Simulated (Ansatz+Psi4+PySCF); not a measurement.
The numbers below are computed, except where a source is named.
## Psi4 1.11 run

```
molecule {
0 3
C 0.000000 0.000000 0.000000
H -0.937100 -0.075300 0.542800
H 0.410000 0.990600 -0.170400
O 0.616600 -1.070600 -0.435500
}

set basis cc-pVTZ
set reference uhf
set scf_type pk
energy('scf')
```

The input is written out from the run's settings.

The run gave:

```yaml
Converged: yes
Total_energy: -113.83557 hartree
Spin_squared_of_the_determinant: 2.018
```

Caution: another spin multiplicity may lie lower.
